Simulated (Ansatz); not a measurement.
**C7H8: up Jacob's ladder to CCSD(T)**

The task here is to estimate one member of a computed series from the others.

Computed with Ansatz 0.2.0, Gaussian basis. Level: functionals in def2-TZVPP, the program's frozen cores in correlated methods.

Levels to be run: LDA (SPW92), PBE-D4, revPBE-D4, BLYP-D4, r2SCAN-D4, B97M-V, PBE0-D4, B3LYP-D4, r2SCANh-D4, r2SCAN0-D4, HSE06-D4, BHLYP-D4, CAM-B3LYP-D4, LC-ωPBE, ωB97X-V, ωB97M-V, B2PLYP, PBE-QIDH; CCSD(T)/def2-SVP; CCSD(T)/def2-TZVPP; MP2/def2-QZVPP; extrapolation to the limit; RPA on PBE.

**Structure used throughout**

An earlier PBE0-D4 in a triple-zeta def2 set relaxation fixed the geometry.

SMILES `C=C1C=CC=CC1`, 15 atoms, charge 0, spin multiplicity 1.

Atoms are counted from 1 here; the program's logs count them from 0.

Bond lengths: C1–C2 1.338 Å, C1–H8 1.084 Å, C1–H9 1.084 Å, C2–C3 1.451 Å, C2–C7 1.515 Å, C3–C4 1.341 Å, C3–H10 1.085 Å, C4–C5 1.452 Å, C4–H11 1.084 Å, C5–C6 1.333 Å, C5–H12 1.084 Å, C6–C7 1.494 Å, C6–H13 1.085 Å, C7–H14 1.097 Å, C7–H15 1.097 Å. Angles: C2–C1–H8 121.9°, C2–C1–H9 120.9°, H8–C1–H9 117.2°, C1–C2–C3 120.7°, C1–C2–C7 121.6°, C3–C2–C7 117.7°, C2–C3–C4 122.3°, C2–C3–H10 117.3°, C4–C3–H10 120.4°, C3–C4–C5 121.3°, C3–C4–H11 120.0°, C5–C4–H11 118.7°, C4–C5–C6 120.8°, C4–C5–H12 118.8°, C6–C5–H12 120.4°, C5–C6–C7 122.5°, C5–C6–H13 120.5°, C7–C6–H13 117.1° and more.

The first run:

in.yaml reads:

```yaml
crystal:
  periodic: [false, false, false]
  atoms:
    - {symbol: C, position_ang: [0.279374, -1.850009, 1.315786]}
    - {symbol: C, position_ang: [0.158669, -0.765764, 0.540603]}
    - {symbol: C, position_ang: [1.307809, -0.225841, -0.161743]}
    - {symbol: C, position_ang: [1.219681, 0.849248, -0.958982]}
    - {symbol: C, position_ang: [-0.043850, 1.535542, -1.162869]}
    - {symbol: C, position_ang: [-1.153850, 1.118421, -0.554008]}
    - {symbol: C, position_ang: [-1.170061, -0.059552, 0.365056]}
    - {symbol: H, position_ang: [-0.566718, -2.271339, 1.847278]}
    - {symbol: H, position_ang: [1.236241, -2.344346, 1.437214]}
    - {symbol: H, position_ang: [2.258291, -0.730624, -0.022323]}
    - {symbol: H, position_ang: [2.102079, 1.220261, -1.468267]}
    - {symbol: H, position_ang: [-0.070238, 2.396596, -1.821278]}
    - {symbol: H, position_ang: [-2.094726, 1.636164, -0.709951]}
    - {symbol: H, position_ang: [-1.541646, 0.266621, 1.344824]}
    - {symbol: H, position_ang: [-1.921048, -0.775359, 0.008680]}
basis:
  gaussian: {orbitals: def2-TZVPP}
hamiltonian: {xc: lda}
output: {orbitals: {seedname: orbitals}}
```

Started as:

```sh
> ansatz run in.yaml --threads 2 --pin off --events-out ev --progress --plain --max-ram 32768MiB --backend cuda --devices 0, --max-vram 18GiB
```

Steps of the session up to this table: LDA; PBE-D4 (GGA); revPBE-D4 (GGA); BLYP-D4 (GGA); r2SCAN-D4 (meta-GGA); B97M-V (meta-GGA); PBE0-D4 (hybrid); B3LYP-D4 (hybrid); r2SCANh-D4 (hybrid); r2SCAN0-D4 (hybrid); HSE06-D4 (hybrid); BHLYP-D4 (hybrid); CAM-B3LYP-D4 (range-separated); LC-ωPBE (range-separated); ωB97X-V (range-separated); ωB97M-V (range-separated); B2PLYP (double hybrid); PBE-QIDH (double hybrid).

One of the session's tables, all rows but one given; the rest of the session is left out.

It belongs to the step «Orbital energies across the functionals». 

| functional | HOMO (eV) | LUMO (eV) | gap (eV) |
| --- | --- | --- | --- |
| LDA (SPW92) | -5.06 | -2.44 | 2.62 |
| PBE-D4 | -4.88 | -2.22 | 2.66 |
| revPBE-D4 | -4.81 | -2.13 | 2.68 |
| BLYP-D4 | -4.71 | -2.06 | 2.65 |
| r2SCAN-D4 | -4.99 | -2.10 | 2.90 |
| B97M-V | -4.98 | -2.02 | 2.96 |
| PBE0-D4 | -5.78 | -1.35 | 4.43 |
| B3LYP-D4 | -5.59 | -1.54 | 4.06 |
| r2SCANh-D4 | ? | ? | ? |
| r2SCAN0-D4 | -5.86 | -1.30 | 4.57 |
| HSE06-D4 | -5.39 | -1.73 | 3.67 |
| BHLYP-D4 | -6.53 | -0.33 | 6.20 |
| CAM-B3LYP-D4 | -6.96 | -0.27 | 6.69 |
| LC-ωPBE | -8.22 | 0.79 | 9.01 |
| ωB97X-V | -7.87 | 0.74 | 8.61 |
| ωB97M-V | -7.80 | 0.65 | 8.45 |

Q: Estimate the row for r2SCANh-D4 from the others.

Worked estimate for «HOMO (eV)». Against the share of exact exchange, r2SCAN-D4 (0, -4.99), r2SCAN0-D4 (0.25, -5.86) give a slope of -3.48 per unit share; at 0.1 the line stands at -5.34.

**Answer.** HOMO (eV): -5.34; LUMO (eV): -1.78; gap (eV): 3.56. In «HOMO (eV)» the line misses by 0.00.
